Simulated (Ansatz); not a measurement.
# Si₂H₆S: basis-set convergence

An exercise on one series of results from a longer session: the logs are not shown, and one member is left open.

Program: Ansatz 0.2.0, Gaussian basis. Level of theory: one geometry, several basis sets. These are calculated values, not measurements.

Levels to be run: PBE0-D4/def2-SVP; ωB97M-V/def2-SVP; PBE0-D4/def2-QZVPP; ωB97M-V/def2-QZVPP; the functionals' def2-TZVPP values are taken from earlier runs.

## The relaxed structure

All runs share one geometry, relaxed beforehand with PBE0-D4 in a triple-zeta def2 set.

SMILES `[SiH3][SiH2]S`, 9 atoms, charge 0, spin multiplicity 1.

Atoms are counted from 1 here; the program's logs count them from 0.

Bond lengths: Si1–Si2 2.338 Å, Si1–H4 1.486 Å, Si1–H5 1.487 Å, Si1–H6 1.486 Å, Si2–S3 2.143 Å, Si2–H7 1.488 Å, Si2–H8 1.488 Å, S3–H9 1.344 Å. Angles: Si2–Si1–H4 110.0°, Si2–Si1–H5 109.5°, Si2–Si1–H6 110.0°, H4–Si1–H5 109.1°, H4–Si1–H6 109.1°, H5–Si1–H6 109.1°, Si1–Si2–S3 106.2°, Si1–Si2–H7 110.7°, Si1–Si2–H8 110.6°, S3–Si2–H7 110.8°, S3–Si2–H8 110.8°, H7–Si2–H8 107.8°, Si2–S3–H9 95.4°.

Set-up of the first run:

in.yaml

```yaml
crystal:
  periodic: [false, false, false]
  atoms:
    - {symbol: Si, position_ang: [-0.203179, 1.202800, -0.951026]}
    - {symbol: Si, position_ang: [0.424924, -0.718190, 0.224800]}
    - {symbol: S, position_ang: [-0.912635, -0.861458, 1.893434]}
    - {symbol: H, position_ang: [-1.613060, 1.082919, -1.406503]}
    - {symbol: H, position_ang: [0.678622, 1.368005, -2.137425]}
    - {symbol: H, position_ang: [-0.072753, 2.398961, -0.078265]}
    - {symbol: H, position_ang: [0.319602, -1.922626, -0.642968]}
    - {symbol: H, position_ang: [1.835838, -0.612798, 0.686249]}
    - {symbol: H, position_ang: [-0.368961, -1.984013, 2.394504]}
basis:
  gaussian: {orbitals: def2-SVP}
hamiltonian: {xc: pbe0, dispersion: d4}
output: {orbitals: {seedname: orbitals}}
```

Started as:

```console
> ansatz run in.yaml --threads 2 --pin off --events-out ev --progress --plain --max-ram 4352MiB
```

Among the steps run: PBE0-D4 in def2-SVP; ωB97M-V in def2-SVP; PBE0-D4 in def2-QZVPP; ωB97M-V in def2-QZVPP.

One table of the session follows, with a row left open; its other results are not shown here.

| functional | basis | HOMO (eV) | LUMO (eV) |
| --- | --- | --- | --- |
| PBE0-D4 | def2-SVP | ? | ? |
| PBE0-D4 | def2-TZVPP | -7.50 | -0.40 |
| PBE0-D4 | def2-QZVPP | -7.53 | -0.53 |
| ωB97M-V | def2-SVP | -9.54 | 1.78 |
| ωB97M-V | def2-TZVPP | -9.70 | 1.34 |
| ωB97M-V | def2-QZVPP | -9.73 | 1.02 |

Estimate the missing values for PBE0-D4, def2-SVP.

The run gave: HOMO (eV): -7.38; LUMO (eV): -0.11. In the column «HOMO (eV)» it is the highest.
